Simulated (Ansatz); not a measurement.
# Worked example: correlation energy of GeAs, doublet

Geometry: that of the GeAs⁻, singlet, kept fixed.

```
atom   x (Å)   y (Å)   z (Å)
  Ge  0.0000  0.0000  0.0000
  As  0.0000  0.0000  2.1583
```

Basis aug-cc-pVDZ; Ansatz 0.2.0. Only valence electrons are correlated (noble-gas cores and the filled d shells of p-block atoms frozen), which leaves 9 electrons in 44 orbitals. R marks a restricted (for open shells ROHF) determinant. No spin–orbit coupling is included, and no scalar relativity.

Full CI isn't at hand for all of this; RCCSDT(Q) serves as the reference, and is uncertain by about the last step of the cluster series.

Runs differ by some tens of microhartree through their thresholds and, for an open shell, their frozen cores, so steps under 0.03 kcal/mol mean nothing.

| level | total energy (hartree) |
| --- | --- |
| RHF | -4309.482985 |
| RMP2 | -4309.640563 |
| RCCSD | -4309.665700 |
| RCCSD(T) | -4309.674945 |
| RCCSDT | -4309.676169 |
| RCCSDT(Q) | -4309.676942 |

Q: What is the correlation energy at RCCSDT(Q), and what share of it do RMP2 and RCCSDT recover?

A: E(corr) = -4309.676942 − (-4309.482985) = -0.193957 hartree = -5.278 eV. RMP2: -0.157578 / -0.193957 = 81.24 %. RCCSDT: -0.193184 / -0.193957 = 99.60 %.

Q: By how many kcal/mol does RCCSD(T) miss RCCSDT(Q) (1 hartree = 627.509 kcal/mol), and which steps make up the rest?

A: -4309.674945 − (-4309.676942) = 0.001997 hartree = 1.25 kcal/mol. Steps: RCCSDT − RCCSD(T) = -0.77, RCCSDT(Q) − RCCSDT = -0.49 kcal/mol. Differences between like states or geometries often cancel part of this.
